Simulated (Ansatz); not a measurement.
**Relaxing silicon (diamond)**

Theory: Ansatz, DFT, r2SCAN, plane waves (500 eV) with PAW, scalar-relativistic. The PAW files were generated under PBE, with cores re-solved for the functional.

k-point mesh 6×6×6, Fermi-Dirac smearing 0.05 eV, no spin polarisation. Cell and atoms relax.

Starting structure:

```xyz
2
Lattice="0.0000 2.7153 2.7153 2.7153 0.0000 2.7153 2.7153 2.7153 0.0000" Properties=species:S:1:pos:R:3 pbc="T T T"
Si    2.7153    2.7153    2.7153
Si    4.0730    4.0730    4.0730
```

Task: What cell does the relaxation end in?

Result: Fd-3m with a = 5.445 Å; 20.18 Å³ per atom against 20.02 at the start (0.8 %).

Task: How much energy does the relaxation gain?

Result: 0.4 meV per atom.

Path of the relaxation (the plane waves are chosen anew near the end, which can shift the energy a little):

```tsv
step	E − E(final) (meV/atom)	V (Å³/atom)	P (GPa)	max force (eV/Å)
0	0.41	20.021	0.81	0.000
1	0.02	20.151	0.16	0.000
2	0.01	20.184	0.00	0.000
3	0.00	20.184	0.00	0.000
```
